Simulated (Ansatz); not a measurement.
## How far a parabola holds: energy against volume of fcc Pb

fcc Pb was calculated with PBE (plane waves, PAW; Ansatz, an electronic-structure program). Numerical settings: plane-wave cutoff 520 eV, 20×20×20 k mesh, Fermi–Dirac smearing 0.05 eV, scalar-relativistic PAW data made under PBE. The cell has no free parameter but its volume, all volumes share cutoff and mesh, and the runs aren't spin-polarised. Energies are free energies at the run's smearing, counted from the lowest row; static lattice.

```
V (Å³/atom)  E (meV/atom)
-----------  ------------
30.089                  ?
30.729               6.78
31.369               1.64
32.009               0.00
32.649               1.49
33.290               5.79
```

Fit E of the 5 rows that show it with a parabola. With u = V - 32.0, the rows have u = -1.2710, -0.6310, 0.0090, 0.6490, 1.2900. Least squares gives E = 0.000 - 0.4048·u + 3.8349·u². Residuals (row less fit): 0.070, -0.142, 0.003, 0.137, -0.069; standard error 0.156 (degrees of freedom: 2). The fitted curve has its minimum at V = 32.1, where E = -0.01. Its curvature is d²E/dV² = 2 × 3.8349 meV/Å⁶, so B = V0·d²E/dV² × 0.1602 = 39.4 GPa.

### Question
Predict the withheld E at V = 30.089 from the fit, and compare with the calculation.

### Answer
u = -1.9110, so E = 0.000 - 0.4048 × (-1.9110) + 3.8349 × (-1.9110)² = 14.778 meV/atom. The calculation gives 15.87 meV/atom, 1.092 meV/atom above the prediction (6.9 % of the range of E in the table). The row lies outside the fitted rows, so this is an extrapolation. From the scatter of the fitted rows alone, a prediction at this place has a standard error of 0.370 meV/atom, so the miss is 3.0 times that.

The residuals are curvature that a parabola lacks, not noise. A solid that stiffens under compression and softens on expansion lies above the parabola at the compressed end and under it at the expanded end, as this row does. A third-order Birch-Murnaghan fit to the whole scan has B0 = 39.2 GPa. Only scans are tabulated whose curvature falls smoothly with volume, and where the parabola meets the shown rows within 5 % of their range and misses the end by 0.1 meV or more.

Measured, for comparison: bulk modulus 47 GPa (corrected for temperature and zero-point phonon effects; as tabulated in Levämäki et al. (2014), arXiv:1402.3671). Computed less measured: bulk modulus -17 %.

Spin–orbit coupling is not included; it can shift volumes and moduli of such heavy elements.
